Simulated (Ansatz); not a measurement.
A made-up structure of AlB₂H₅, closed shell:

| atom | x (Å) | y (Å) | z (Å) |
| --- | --- | --- | --- |
| B1 | -0.7685 | 0.5120 | -0.9742 |
| Al2 | 0.0489 | 0.5760 | 0.5188 |
| B3 | 0.7275 | -0.9859 | 0.5482 |
| H4 | -1.9092 | 0.1104 | -0.9304 |
| H5 | -0.1270 | 0.8638 | -1.9387 |
| H6 | 0.1601 | 1.8593 | 1.6721 |
| H7 | 1.8245 | -1.0907 | 0.0471 |
| H8 | 0.0438 | -1.8448 | 1.0571 |

It is relaxed with PBE-D4/def2-SVP and then PBE0-D4/def2-TZVP (Ansatz 0.2.0). Atoms count as bonded within 1.22 times the sum of their covalent radii (H–H: 0.88 Å). The end point is not checked to be a true minimum.

Q: Does its bonding change? (A judgement: the text doesn't fix the answer.)

A: Computed: No: no bond forms or breaks.

Where it ends: The first stage lowers the energy by 3.31 eV in 11 steps. It ends as AlB₂H₅ ([BH2][AlH][BH2]):
```csv
atom,x (Å),y (Å),z (Å)
B1,-1.0832,0.8467,-1.2801
Al2,0.0462,0.5363,0.4824
B3,1.0455,-1.2848,0.8861
H4,-2.2526,0.5863,-1.3563
H5,-0.6038,1.2842,-2.2899
H6,0.1483,1.7239,1.5505
H7,2.1742,-1.4974,0.5369
H8,0.5253,-2.1952,1.4705
```

Labels in which every atom is bracketed show which atoms are joined, not bond orders.

For scale, one of the runs: PBE0-D4/def2-TZVP relaxation, 129 basis functions, launched by `ansatz run in.yaml --threads 2 --pin off --events-out ev --progress --plain --max-ram 4352MiB`. Hardware: 2 CPU threads of an Arm Neoverse V2, shared host. Wall time about 7 s.
